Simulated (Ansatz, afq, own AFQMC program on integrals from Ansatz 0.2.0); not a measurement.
Two steps: Ansatz 0.2.0 writes the Fock matrix and Cholesky factors of the valence space, and afq projects on them the lowest state that overlaps trial and start.

```yaml
crystal:
  periodic: [false, false, false]
  atoms:
    - {symbol: Ge, position_ang: [0.000034, -0.000003, -0.018730]}
    - {symbol: H, position_ang: [1.465006, 0.016889, 0.452573]}
    - {symbol: H, position_ang: [-0.748285, 1.261093, 0.448403]}
    - {symbol: H, position_ang: [-0.719150, -1.277779, 0.448837]}
basis:
  gaussian: {orbitals: cc-pVDZ}
total_charge: 1
magnetization: {spin_polarized: true, initial_magnetization: 2}
correlation: {method: ccsd_t, electrons: outside_noble_gas, hamiltonian_folder: ham}
```

```sh
$ ansatz run in.yaml --threads 1 --pin off --events-out ev --progress --plain --max-ram 1843MiB
```

Options of the walk:

```
--method phaseless --trial cisd --walkers 70 --populations 1 --least-time 40 --time-step 0.005 --steps-per-block 50 --equilibration-blocks 28 --max-blocks 300 --target-error 0.00029 --factor-cut 1e-05 --start spin_pure --seed 8173 --release-times 0.24,0.51,0.99,1.62,2.4 --release-step 0.03 --release-every 4 --taylor-order 6
```

Times are imaginary, in 1/Eh. The walk had a cap of 499 s. Filled inner d shells are frozen with the cores.

afq prints:

```
orbitals 28  electrons 4 2  factors 220 of 455
reference energy -2076.60682848 Eh
CCSD correlation -0.09558426 Eh in 12 cycles, weight of the determinant in the CISD state 0.9212
energy of the start -2076.701840 Eh
 block  time / (1/Eh)  mean weight  energy / Eh
     1     0.250  0.9992  -2076.701773
     2     0.500  1.0001  -2076.702102
     3     0.750  0.9990  -2076.702611
     4     1.000  1.0014  -2076.703688
     5     1.250  0.9993  -2076.703396
     8     2.000  1.0010  -2076.704723
    13     3.250  1.0002  -2076.704468
    25     6.250  1.0009  -2076.704817
    37     9.250  0.9992  -2076.704054
    49    12.250  1.0011  -2076.703390
    61    15.250  0.9999  -2076.706833
    73    18.250  1.0002  -2076.704395
    85    21.250  0.9991  -2076.705177
    97    24.250  0.9995  -2076.705544
   109    27.250  0.9987  -2076.704549
   121    30.250  1.0015  -2076.704894
   133    33.250  0.9989  -2076.704433
   145    36.250  0.9993  -2076.706754
   157    39.250  1.0012  -2076.704091
   169    42.250  0.9996  -2076.703769
   173    43.250  1.0012  -2076.702350
   181    45.250  0.9998  -2076.704620
   185    46.250  0.9994  -2076.705454
blocks merged  error / Eh  count
     1  0.000073  160
     2  0.000083  80
     4  0.000095  40
     8  0.000099  20
    16  0.000122  10
released: time / (1/Eh)  energy / Eh  error  mean overlap
  0.24  -2076.704912  0.000252  1.0092
  0.51  -2076.704821  0.000123  1.0121
  0.99  -2076.704934  0.000139  1.0131
  1.62  -2076.705009  0.000138  1.0103
  2.40  -2076.705179  0.000144  0.9982
energy -2076.704647 +/- 0.000099 Eh
(rows thinned)
```

The run passed its tests (sampling time, drift between the halves within three errors, error under three times the target), which doesn't prove that it has relaxed.

Against this walk (error 2.7 meV) on the same determinant: CCSD(T) 2.7 meV higher (within the noise), CCSDT(Q) 18.5 meV lower, full CI 18.9 meV lower. The error is statistical and leaves out the bias of the constraint. The released energies are still falling (meV from the phaseless value at times in 1/Eh: -7 ± 7 at 0.24, -5 ± 3 at 0.51, -8 ± 4 at 0.99, -10 ± 4 at 1.62, -14 ± 4 at 2.40), so they give no level; they do show a bias of the constraint, and the last of them that isn't too noisy lies 4 meV above full CI. Full CI is exact here, so the walk's 19 meV above it is the walk's own error: the bias of the constraint with this trial.

Cautions: constraint bias not in the error; no relativity below Rb; no spin-orbit coupling; inner d shell frozen; lower spins were not checked; the search met a lower determinant of the same kind, perhaps of another symmetry (20 meV lower), and this one is a saddle point; unrestricted determinant slightly spin contaminated (⟨S²⟩ 2.05 against 2.00).

The walk took 99 s on 1 thread of Intel(R) Xeon(R) Platinum 8488C (Sapphire Rapids), with other jobs on the host. The log's last line is the phaseless energy.

CCSDT and higher add their correlation energy to the determinant of the CCSD(T) run, since their own runs factorise the integrals more tightly (a shift of under 2 meV). A walk keeps the symmetry of its determinant, which the program's search chose and which needn't be the lowest solution, so a lower state of the same spin and another symmetry isn't excluded.
